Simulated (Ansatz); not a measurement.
`C#CCCF`, relaxed with RKS PBE0-D4/def2-TZVP in the Gaussian-basis code of Ansatz from a PBE-D4/def2-SVP geometry. The force threshold is 0.005 eV/Å; the program also tests the step.

The species carries charge 0 and has multiplicity 1.

Start:

```xyz
10

C    -1.305   -1.246   -1.470
C    -0.565   -0.424   -0.950
C     0.323    0.547   -0.317
C     0.580    0.286    1.169
F    -0.593    0.389    1.891
H    -1.957   -1.977   -1.927
H     1.306    0.557   -0.839
H    -0.097    1.570   -0.431
H     1.308    1.032    1.557
H     1.002   -0.733    1.316
```

Q: How much energy does the relaxation release, and in how many steps? (An estimate is asked.)

A: Ansatz gave: 0.06 eV, in 7 steps.

Q: Which bonds change most? (Estimate.)

A: Computed: C1–C2 from 1.222 to 1.200 Å; C4–H10 from 1.113 to 1.093 Å; C4–H9 from 1.113 to 1.094 Å; C3–H8 from 1.112 to 1.095 Å.

Q: Give the relaxed structure. (Best estimate.)

A: Ansatz gave: 
```xyz
10

C    -1.274   -1.240   -1.449
C    -0.557   -0.421   -0.944
C     0.317    0.555   -0.318
C     0.580    0.276    1.149
F    -0.579    0.423    1.880
H    -1.915   -1.962   -1.896
H     1.281    0.571   -0.838
H    -0.113    1.557   -0.417
H     1.315    0.986    1.539
H     0.945   -0.744    1.295
```
